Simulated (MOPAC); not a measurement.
MOPAC input (MNDO):

```
MNDO 1SCF GEO-OK AUX(PRECISION=9) THREADS=1
HClO

O     0.02204159 1    1.10436371 1   -0.00118827 1
H    -0.92327012 1    1.31460394 1    0.01604549 1
Cl    0.04393750 1   -0.59703021 1   -0.00038467 1
```

From the last part of the output:

```
                                                       MOPAC v23.2.5 Linux

          FINAL HEAT OF FORMATION =        -15.14743 KCAL/MOL =     -63.37684 KJ/MOL

          COSMO AREA              =         67.68 SQUARE ANGSTROMS
          COSMO VOLUME            =         49.40 CUBIC ANGSTROMS

          IONIZATION POTENTIAL    =         12.115594 EV
          HOMO LUMO ENERGIES (EV) =        -12.116 -0.082
          NO. OF FILLED LEVELS    =          7
          MOLECULAR WEIGHT        =         52.4603         POINT GROUP:  Cs

          MOLECULAR DIMENSIONS (Angstroms)

            Atom       Atom       Distance
           Cl     3    H     2     2.14245
            H     2    O     1     0.74868
            H     2   Cl     3     0.00000

          SCF CALCULATIONS        =          1

   ATOM   CHEMICAL          X               Y               Z
  NUMBER   SYMBOL      (ANGSTROMS)     (ANGSTROMS)     (ANGSTROMS)

     1       O          0.02204159  *   1.10436371  *  -0.00118827  *
     2       H         -0.92327012  *   1.31460394  *   0.01604549  *
     3      Cl          0.04393750  *  -0.59703021  *  -0.00038467  *

                             CARTESIAN COORDINATES

   1    O        0.022041590     1.104363710    -0.001188270
   2    H       -0.923270120     1.314603940     0.016045490
   3   Cl        0.043937500    -0.597030210    -0.000384670

           Empirical Formula: H O Cl  =     3 atoms

      MOLECULAR POINT GROUP   :   Cs

                  EIGENVALUES
 -39.61845 -25.74640 -18.90963 -16.01277 -14.93872 -12.91079 -12.11559  -0.08235
   4.66891

              NET ATOMIC CHARGES AND DIPOLE CONTRIBUTIONS

  ATOM NO.   TYPE          CHARGE      No. of ELECS.   s-Pop       p-Pop
    1          O          -0.158507        6.1585     1.88098     4.27753
    2          H           0.183220        0.8168     0.81678
    3         Cl          -0.024714        7.0247     1.99194     5.03277
 DIPOLE           X         Y         Z       TOTAL
 POINT-CHG.    -0.835     0.387     0.015     0.920
 HYBRID        -0.697    -0.193     0.013     0.724
 SUM           -1.532     0.194     0.028     1.544

          ATOMIC ORBITAL ELECTRON POPULATIONS

     Atom    s        px        py        pz
    1  O   1.88098   1.28019   0.99758   1.99976
    2  H   0.81678
    3 Cl   1.99194   1.99806   1.03472   2.00000

 **********************
 *                    *
 * JOB ENDED NORMALLY *
 *                    *
 **********************

 == MOPAC DONE ==
```

The geometry given is a B3LYP-D3(BJ)/def2-TZVP minimum.
